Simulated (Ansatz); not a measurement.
Geometry optimisation, Ansatz 0.2.0, RKS PBE/def2-SVP.

input.yaml

```yaml
crystal:
  periodic: [false, false, false]
  atoms:
    - { symbol: B, position_ang: [-0.076778, 0.210505, 0.023547] }
    - { symbol: H, position_ang: [-0.16048, 0.332885, 1.222475] }
    - { symbol: H, position_ang: [1.034791, 0.328444, -0.463078] }
    - { symbol: C, position_ang: [-1.375538, 0.074548, -0.819723] }
    - { symbol: H, position_ang: [-2.077513, -0.661388, -0.369878] }
    - { symbol: H, position_ang: [-1.920066, 1.047078, -0.747549] }
    - { symbol: H, position_ang: [-1.231067, -0.137245, -1.897628] }
    - { symbol: Cl, position_ang: [0.223268, -2.669277, 1.008614] }
    - { symbol: H, position_ang: [0.237683, -1.449251, 1.57222] }
basis:
  gaussian: { orbitals: def2-SVP }
hamiltonian:
  xc: pbe
relax:
  f_tol: 0.03
  max_steps: 50
```

Launched with:

```bash
$ ansatz run input.yaml --threads 1 --pin off --max-ram 2048MiB --backend cpu --events-out ev --progress --plain --runs-dir out
```

**Question.** Where does it end, and by what steps?

**Answer.** The run converged. After 9 steps the energy has fallen by 0.049 eV; Cl8 moved furthest, 0.32 Å.

```json
{"step": "0", "energy less start (eV)": "0.0000", "largest force component (eV/Å)": "0.887", "accepted": "yes"}
{"step": "1", "energy less start (eV)": "-0.0129", "largest force component (eV/Å)": "0.618", "accepted": "yes"}
{"step": "2", "energy less start (eV)": "-0.0279", "largest force component (eV/Å)": "0.457", "accepted": "yes"}
{"step": "3", "energy less start (eV)": "-0.0343", "largest force component (eV/Å)": "0.402", "accepted": "yes"}
{"step": "4", "energy less start (eV)": "-0.0396", "largest force component (eV/Å)": "0.103", "accepted": "yes"}
{"step": "5", "energy less start (eV)": "-0.0404", "largest force component (eV/Å)": "0.193", "accepted": "yes"}
{"step": "6", "energy less start (eV)": "-0.0466", "largest force component (eV/Å)": "0.116", "accepted": "yes"}
{"step": "7", "energy less start (eV)": "-0.0467", "largest force component (eV/Å)": "0.112", "accepted": "yes"}
{"step": "8", "energy less start (eV)": "-0.0482", "largest force component (eV/Å)": "0.048", "accepted": "yes"}
{"step": "9", "energy less start (eV)": "-0.0487", "largest force component (eV/Å)": "0.026", "accepted": "yes"}
```

```xyz
9
Properties=species:S:1:pos:R:3
B -0.111 0.133 0.086
H -0.210 0.236 1.311
H 0.993 0.332 -0.385
C -1.401 0.036 -0.782
H -2.261 -0.472 -0.303
H -1.705 1.107 -0.905
H -1.243 -0.358 -1.805
Cl 0.437 -2.516 0.819
H 0.155 -1.421 1.493
```

Whether the end is a true minimum wasn't checked by a vibrational analysis.

Run time: 17 s on 1 thread of Arm Neoverse V2 (shared host), peak memory 0.13 GiB.
